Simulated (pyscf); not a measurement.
silanol (HO–SiH₃) + hydrogen fluoride (HF) -> HO–SiH₂–F + hydrogen (H₂), a four-centre exchange (singlet surface; H–Si, F–H broken, F–Si, H–H formed). Single points on ωB97X-D3(BJ)/def2-SVP structures (PySCF, gas phase). Energies in kJ/mol from the separated reactants.

AM1 to PM7: differences of heats of formation from MOPAC, which are fitted to 298 K values and so differ in kind from electronic energies by zero-point and thermal terms. 

In single points PM3 puts the saddle at 248.9 kJ/mol and the reaction energy at -188.7 kJ/mol. Should these be trusted to within a few kcal/mol? Compare with ωB97M-D3(BJ)/def2-TZVP.

ωB97M-D3(BJ)/def2-TZVP gives ΔE‡ = 100.7 kJ/mol and ΔE = -139.8 kJ/mol. PM3 lies 148.1 kJ/mol over it in the barrier and 49.0 kJ/mol under it in the reaction energy, so on this step it does not hold to within 12.6 kJ/mol. ωB97M-D3(BJ)/def2-TZVP has limits of its own. On the reactant side the descent ends in a complex, 16.8 kJ/mol under the separated species and 120.2 kJ/mol under the saddle at ωB97X-D3(BJ)/def2-TZVP. The same reactants have a lower exit, to F–SiH₃ + H₂O (barrier +62.2 kJ/mol at ωB97M-D3(BJ)/def2-TZVP, against +100.7 kJ/mol here). This is the saddle that the search found; another between the same sides may lie lower.
